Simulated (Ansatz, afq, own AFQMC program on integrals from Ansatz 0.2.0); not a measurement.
## Where AFQMC and coupled cluster stand for NaH₂⁻, triplet

```xyz
3

Na    0.0000    0.0000    0.0000
H     0.0000    0.0000   -2.0658
H     0.0000    0.0000    2.0658
```

Basis aug-cc-pVDZ. Only valence electrons are correlated. Ansatz 0.2.0 and our own AFQMC program on the same integrals; the CISD trial comes from CCSD amplitudes, and released means the phaseless constraint is let go. Uncertainties: one standard error, sampling alone.

Determinant: UHF, the one that the program's search chose, which needn't be the lowest solution. The geometry is a PBE0/def2-TZVPD stationary point of this or a neighbouring charge and spin state.

Full CI on the same integrals is exact in this basis and with this determinant's frozen core.

Cautions: another spin lies lower (by 2.76 eV); at this level and basis the anion state lies above a neutral one; the search met a lower determinant of the same kind, perhaps of another symmetry (220 meV lower), and this one is a saddle point; strong correlation (T1 0.078, weight of the determinant 0.85, largest double 0.14); unrestricted determinant spin contaminated (⟨S²⟩ 2.24 against 2.00); the CCSD(T) amplitudes may be one of several solutions (largest double 0.14); the CCSDT(Q) amplitudes may be one of several solutions (largest double 0.31); the released energy hasn't reached full CI (52 meV above it at 2.40 1/Eh), so no released level is given (meV from the phaseless value at times in 1/Eh: -2 ± 4 at 0.24, -8 ± 4 at 0.51, -13 ± 5 at 0.99, -7 ± 5 at 1.62, -9 ± 5 at 2.40).

* T1 diagnostic: 0.0779
* weight of the determinant in the CISD state: 0.847
* ⟨S²⟩ of the determinant: 2.240
* size of the correlated space: 4 electrons in 40 orbitals

```csv
level,correlation energy (eV)
MP2,-0.6207
CCSD,-1.2094
CCSD(T),-1.2542
```

Estimate where full CI lies against CCSD(T) on the same integrals.

1.80 mEh below CCSD(T).

Reference: full CI, correlation energy -1.303 eV. The cautions show a poor starting determinant, so the rows tell how each method copes with it here, and full CI is the sure value.

```
        level  E − E(reference) (mEh)  share of correlation (%)
      CCSD(T)                    1.80                     96.25
        CCSDT                   -0.02                    100.04
     CCSDT(Q)                   -0.01                    100.02
ph-AFQMC/CISD             2.25 ± 0.15                     95.31
```

CCSDT and higher add their correlation energy to the determinant of the CCSD(T) run, since their own runs factorise the integrals more tightly (a shift of under 2 meV). A walk keeps the symmetry of its determinant, which the program's search chose and which needn't be the lowest solution, so a lower state of the same spin and another symmetry isn't excluded.
